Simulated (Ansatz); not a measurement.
How the elastic constant C11 of 1T (CdI2-type) TiSe2 (undistorted form, which takes a superstructure on cooling) moves with the method

No measured value is used here.

```
level (code)         value (GPa)  cell (Å³/atom)
-------------------  -----------  --------------
LDA (Ansatz)                 127           19.81
PBE (Ansatz)                92.7           24.33
PBEsol (Ansatz)              115           20.74
PBE-D3(BJ) (Ansatz)          116           20.54
PBE-D4 (Ansatz)              112           21.08
```

LDA: LDA has no dispersion term either, though it tends to give short spacings of layers, chains or molecules. PBE, PBEsol: the cell comes from a level without a dispersion term, which matters for the spacing of layers, chains or molecules. PBE-D3(BJ), PBE-D4: the dispersion coefficients are held fixed in the derivatives. Each level is taken at its own relaxed cell. Ansatz's density-functional and Hartree–Fock values are scalar-relativistic unless marked +SOC, with PAW data made under PBE.

Ansatz is a program for electronic structure.
